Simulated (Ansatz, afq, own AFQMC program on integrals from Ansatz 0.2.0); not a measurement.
Two steps: Ansatz 0.2.0 writes the Fock matrix and Cholesky factors of the valence space, and afq projects on them the lowest state that overlaps trial and start.

```yaml
crystal:
  periodic: [false, false, false]
  atoms:
    - {symbol: Ti, position_ang: [0.000000, 0.000000, 0.000000]}
    - {symbol: Cl, position_ang: [0.000000, 0.000000, 3.280600]}
basis:
  gaussian: {orbitals: def2-TZVP}
magnetization: {spin_polarized: true, initial_magnetization: 5}
correlation: {method: ccsd_t, electrons: outside_noble_gas, hamiltonian_folder: ham}
```

```sh
$ ansatz run in.yaml --threads 1 --pin off --events-out ev --progress --plain --max-ram 24576MiB --backend cuda --devices 0, --max-vram 18GiB
```

afq runs on the folder ham with

```
--method phaseless --trial hf --walkers 3400 --populations 20 --least-time 40 --time-step 0.005 --steps-per-block 20 --equilibration-blocks 160 --max-blocks 4000 --target-error 0.001 --factor-cut 1e-05 --start spin_pure --seed 4313 --taylor-order 6
```

Times are imaginary, in 1/Eh. The walk had a cap of 98 s. With eight or more populations the least sampling time is a fifth of least-time, and the error comes from their spread.

```
orbitals 68  electrons 8 3  factors 479 of 610
reference energy -1307.84713794 Eh
CCSD correlation -0.21625053 Eh in 20 cycles, weight of the determinant in the CISD state 0.9035
energy of the start -1307.847293 Eh
 block  time / (1/Eh)  mean weight  energy / Eh
     1     0.100  1.0006  -1307.898759
     2     0.200  1.0015  -1307.934664
     3     0.300  1.0015  -1307.961864
     4     0.400  1.0012  -1307.981794
     5     0.500  1.0014  -1307.999480
     7     0.700  1.0008  -1308.023203
     9     0.900  1.0006  -1308.037823
    13     1.300  1.0002  -1308.056252
    25     2.500  0.9999  -1308.067704
    37     3.700  1.0001  -1308.075297
    49     4.900  1.0002  -1308.073031
    55     5.500  1.0000  -1308.075839
    61     6.100  1.0000  -1308.075309
    73     7.300  0.9999  -1308.072863
    85     8.500  1.0001  -1308.068953
    97     9.700  0.9995  -1308.068945
   109    10.900  0.9995  -1308.065254
   121    12.100  1.0002  -1308.064598
   133    13.300  1.0001  -1308.067397
   145    14.500  1.0002  -1308.064727
   157    15.700  0.9996  -1308.063991
   169    16.900  0.9996  -1308.065915
   181    18.100  1.0004  -1308.063936
   193    19.300  1.0000  -1308.061414
   205    20.500  0.9990  -1308.060684
   217    21.700  1.0002  -1308.063994
   229    22.900  0.9993  -1308.065726
   235    23.500  1.0003  -1308.062327
error from the spread of 20 populations
energy -1308.062931 +/- 0.000964 Eh
(rows thinned)
```

Problem. Estimate how long the walk took on 1 × NVIDIA H100 80GB HBM3 with 2 threads of AMD EPYC 7R13 Processor (Zen 3), with other jobs on the host (the card was shared).

Solution. 50 s of wall time.

The run passed its tests (sampling time, drift between the halves within three errors, error under three times the target), which doesn't prove that it has relaxed.

Against this walk (error 26.2 meV) on the same determinant: CCSD(T) 194.8 meV lower, CCSDT(Q) 228.6 meV lower, a separate phaseless walk with a CISD trial and standard settings 196.8 ± 26.4 meV lower. The error is statistical and leaves out the bias of the constraint. CCSDT(Q) is the surest value here, so the walk's 229 meV above it is most likely the bias of the constraint with this trial, which can have either sign.

Cautions: constraint bias not in the error; no relativity below Rb; outer-core shells of the metal frozen; lower spins were not checked; CCSDT(Q) on the ROHF determinant differs (67 meV higher), by its state or its frozen core.

CCSDT and higher add their correlation energy to the determinant of the CCSD(T) run, since their own runs factorise the integrals more tightly (a shift of under 2 meV). A walk keeps the symmetry of its determinant, which the program's search chose and which needn't be the lowest solution, so a lower state of the same spin and another symmetry isn't excluded.
